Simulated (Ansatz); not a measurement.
**BeHO+ (singlet): from Hartree-Fock to the top rungs, cc-pVDZ**

One table from this session's results is given with a row withheld; the runs are named, their logs left out.

Computed with Ansatz 0.2.0, Gaussian basis. Level: cc-pVDZ, core rule «outside noble gas», up to 2 orbitals frozen.

To be run: UHF; CCSD(T) on RHF; BCCD(T) on RHF; CISD; CCSDT(Q) on RHF; CISDTQ; CCSDTQ on RHF.

13 further runs of the same task are left out: 9 for a known fault of the program, 4 set aside as unsound or not needed.

**The system**

The geometry is a PBE0/def2-TZVP stationary point (not a proven minimum) of the parent state, kept for this charge and spin.

3 atoms, charge 1, spin multiplicity 1.

Atoms are counted from 1 here; the program's logs count them from 0.

Bond lengths: O1–Be2 1.382 Å, O1–H3 0.944 Å. Angles: Be2–O1–H3 180.0°.

The first run:

The input, in.yaml:

```yaml
crystal:
  periodic: [false, false, false]
  atoms:
    - {symbol: O, position_ang: [0.000000, 0.000000, 0.146067]}
    - {symbol: Be, position_ang: [0.000000, 0.000000, -1.235633]}
    - {symbol: H, position_ang: [0.000000, 0.000000, 1.089567]}
basis:
  gaussian: {orbitals: cc-pVDZ}
total_charge: 1
magnetization: {spin_polarized: true, initial_magnetization: 0}
hamiltonian: {xc: hf}
output: {orbitals: {seedname: orbitals}}
```

Started as:

```sh
> ansatz run in.yaml --threads 1 --pin off --events-out ev --progress --plain --max-ram 2816MiB --backend cpu
```

Among the steps run: UHF; CCSD(T) on RHF; BCCD(T) on RHF; CISD; CCSDT(Q) on RHF; CISDTQ; CCSDTQ on RHF.

One table of the session follows, with a row left open; its other results are not shown here.

| method | from RCCSDTQ (kJ/mol) |
| --- | --- |
| RHF | +589.9 |
| RMP2 | +25.4 |
| CISD | +41.2 |
| RCCSD | +15.6 |
| RCCSD(T) | +2.3 |
| BCCD(T) | +2.2 |
| RCCSDT | +1.6 |
| CISDTQ | +1.6 |
| RCCSDT(Q) | ? |
| RCCSDTQ | 0 |

**Question.** Estimate the row for RCCSDT(Q).

As computed: from RCCSDTQ (kJ/mol): -0.3. In the column «from RCCSDTQ (kJ/mol)» it is the lowest.
